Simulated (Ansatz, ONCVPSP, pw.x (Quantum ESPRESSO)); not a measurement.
Equation-of-state test of one ONCV potential (aluminium (Al))

* Element: aluminium
* Generator: ONCVPSP 4.0.1
* Type: optimised norm-conserving Vanderbilt (ONCV)
* Functional: LDA (Perdew-Wang 92)
* Relativity: scalar-relativistic
* Frozen core: [Ne]
* Valence charge: 3
* Reference configuration: 3s1.5 (charge +1.5)
* Partial waves: 3s: rc 1.90 bohr, ncon 4, nbas 7, qcut 3.5 1/bohr, 2 projectors, debl 1.4 Ha; p scattering state at 0.11 Ha: rc 1.95 bohr, ncon 5, nbas 8, qcut 4.4 1/bohr, 2 projectors, debl 1 Ha
* Local potential: polynomial inside 1.70 bohr (lpopt 5, dvloc0 0 Ha)
* Core correction: Teter function, parameters optimised by the program

In the p channel the program set the typed energies aside and used 0.050, 1.050 Ha.

Crystal test: diamond Al in pw.x 7.5, no spin, 8³ k-points, Fermi–Dirac smearing 0.01 Ry, cutoffs 55/220 Ry. The reference is all-electron LAPW (Ansatz 0.2.0) with the same functional, mesh and smearing; V0 and B0 come from Birch–Murnaghan fits to the pressures at five volumes. Errors are pseudo minus all-electron; Δ is the rms difference of the E(V) curves that follow from these fits, minima aligned, over ±6 % about the mean V0. Mesh and smearing are coarse, so the numbers serve the comparison and aren't converged zero-temperature values; the lattice is a test structure that the element need not adopt.

```csv
V (Å³/atom),P all-electron (GPa),P pseudo (GPa)
25.051,2.31,3.05
25.710,1.07,1.77
26.369,-0.01,0.64
27.028,-0.97,-0.35
27.687,-1.82,-1.23
```

All-electron: a0 = 5.952 Å (V0 = 26.36 Å³/atom), B0 = 40.9 GPa.

Pseudopotential: mean pressure error (GPa): +0.66; a0 (Å): 5.984; a0 error (%): +0.54; B0 error (%): -2.7; Δ (meV/atom): 3.7. This is a poor potential for the solid.

**Question.** At the middle volume, how do free energy and pressure move when the wave cutoff is lowered (ecutrho kept at four times it)?

**Answer.**

| cutoff (Ry) | shift of F (meV/atom) | shift of P (GPa) |
| --- | --- | --- |
| 25 | +15.8 | +0.02 |
| 33 | +7.2 | +0.02 |
| 44 | +2.8 | +0.06 |

Input at the middle volume:

```
&control
  calculation='scf', prefix='x', pseudo_dir='./', outdir='./tmp', tstress=.true., disk_io='none'
/
&system
  ibrav=0, nat=2, ntyp=1, ecutwfc=55, ecutrho=220, nbnd=10,
  occupations='smearing', smearing='fd', degauss=0.01
/
&electrons
  conv_thr=1e-09, mixing_beta=0.4, electron_maxstep=70
/
ATOMIC_SPECIES
Al 1.0 Al.UPF
CELL_PARAMETERS angstrom
  0.00000000 2.97644517 2.97644517
  2.97644517 0.00000000 2.97644517
  2.97644517 2.97644517 0.00000000
ATOMIC_POSITIONS crystal
Al 0.0000 0.0000 0.0000
Al 0.2500 0.2500 0.2500
K_POINTS automatic
8 8 8 0 0 0
```

```bash
pw.x < Al.scf.in > Al.scf.out
```

Lines of the output:

```
Message from routine setup:
     using ibrav=0 with symmetry is DISCOURAGED, use correct ibrav instead
     lattice parameter (alat)  =       7.9545  a.u.
     unit-cell volume          =     355.8937 (a.u.)^3
     number of electrons       =         6.00
     number of Kohn-Sham states=           10
     kinetic-energy cutoff     =      55.0000  Ry
     charge density cutoff     =     220.0000  Ry
     scf convergence threshold =      1.0E-09
     Exchange-correlation= SLA  PW   NOGX NOGC
     number of k points=    29  Fermi-Dirac smearing, width (Ry)=  0.0100
     iteration #  1     ecut=    55.00 Ry     beta= 0.40
     total energy              =      -8.93931868 Ry
     estimated scf accuracy    <       0.16342617 Ry
     iteration #  2     ecut=    55.00 Ry     beta= 0.40
     total energy              =      -8.92450527 Ry
     estimated scf accuracy    <       0.04046978 Ry
     iteration #  3     ecut=    55.00 Ry     beta= 0.40
     total energy              =      -8.92893545 Ry
     estimated scf accuracy    <       0.00061451 Ry
     iteration #  4     ecut=    55.00 Ry     beta= 0.40
     total energy              =      -8.92891538 Ry
     estimated scf accuracy    <       0.00030897 Ry
     iteration #  5     ecut=    55.00 Ry     beta= 0.40
     total energy              =      -8.92894422 Ry
     estimated scf accuracy    <       0.00000011 Ry
     iteration #  6     ecut=    55.00 Ry     beta= 0.40
     total energy              =      -8.92894484 Ry
     estimated scf accuracy    <       0.00000008 Ry
     iteration #  7     ecut=    55.00 Ry     beta= 0.40
     total energy              =      -8.92894485 Ry
     estimated scf accuracy    <       0.00000001 Ry
     iteration #  8     ecut=    55.00 Ry     beta= 0.40
     total energy              =      -8.92894485 Ry
     estimated scf accuracy    <          2.1E-09 Ry
     iteration #  9     ecut=    55.00 Ry     beta= 0.40
     the Fermi energy is     2.9167 ev
!    total energy              =      -8.92894485 Ry
     estimated scf accuracy    <          1.5E-10 Ry
     smearing contrib. (-TS)   =      -0.00667630 Ry
     The total energy is F=E-TS. E is the sum of the following terms:
     one-electron contribution =       3.11667128 Ry
     hartree contribution      =       0.39208665 Ry
     xc contribution           =      -3.81163810 Ry
     ewald contribution        =      -8.61938838 Ry
     convergence has been achieved in   9 iterations
          total   stress  (Ry/bohr**3)                   (kbar)     P=        6.43
     Message from routine punch:
     Nothing written, as per user request (disk_io='none')
```

The run at the middle volume (29 k-points, 9 iterations) took about 12 s on one core of a shared host (Intel(R) Xeon(R) Platinum 8259CL CPU @ 2.50GHz, 96 threads, 755 GiB, load 21).
